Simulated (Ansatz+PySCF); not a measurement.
**singlet NH3 in separate pieces: levels of theory in one basis**

```yaml
atoms:
  - { symbol: N, position_ang: [0.0000, 0.0000, 0.3648] }
  - { symbol: H, position_ang: [2.8075, 0.0000, -0.8511] }
  - { symbol: H, position_ang: [-1.4038, 2.4314, -0.8511] }
  - { symbol: H, position_ang: [-1.4038, -2.4314, -0.8511] }
```

Basis set: cc-pVDZ (spherical functions). Correlated methods keep 1 orbital frozen. Charge 0, multiplicity 1.

Computed with Ansatz (development build ahead of 0.2.0); each method stands on the lowest determinant of its kind that the runs found. NEVPT2 correlates all electrons. Active spaces start from the frontier orbitals, and the lowest solution found is given.

| method | E − E(RHF) (eV) | <S²> of the determinant |
| --- | --- | --- |
| RHF | 0.00 | 0.00 |
| UHF | -15.12 | 2.99 |
| RHF-MP2 | -10.01 | – |
| UHF-MP2 | -17.06 | 2.99 |
| RHF-CCSD | -16.23 | – |
| RHF-CCSD(T) | -19.02 | – |
| UHF-CCSD(T) | -17.52 | 2.99 |
| UHF-CCSDT(Q) | -17.54 | 2.99 |
| CASSCF(8,7) | -15.08 | – |
| CASSCF(2,2) | -6.14 | – |
| SC-NEVPT2(8,7) | -17.10 | – |

Problem. What does SC-NEVPT2(2,2) give on the same scale?

Solution. -12.05 eV. NEVPT2 here correlates all electrons, so it doesn't share the others' frozen core.

Problem. Is a single determinant a sound starting point here?

Solution. It is doubtful. Unrestricted orbitals lower Hartree–Fock by 15.12 eV and <S²> is 2.99 where a pure state has 0.00, a sign of strong static correlation. The CASSCF(8,7) natural occupations are 2.00, 1.11, 1.11, 1.07, 0.93, 0.89, 0.89. The CASSCF(2,2) natural occupations are 1.01, 0.99.

Caution for RHF, RHF-MP2, RHF-CCSD, RHF-CCSD(T): an unrestricted determinant lies well below. Caution for UHF, UHF-MP2, UHF-CCSD(T), UHF-CCSDT(Q): the unrestricted determinant is a mixture of spin states. Caution for RHF-MP2: large amplitudes, a single reference is doubtful; another reference gives a lower total. Caution for UHF-MP2, UHF-CCSD(T), UHF-CCSDT(Q): bonds are stretched, where a single reference can fail; a plain start can end on a higher determinant. Caution for RHF-CCSD, RHF-CCSD(T): very large amplitudes, the method is breaking down; the amplitudes may be one of several solutions. Caution for CASSCF(2,2): other starts end on other solutions of this active space.
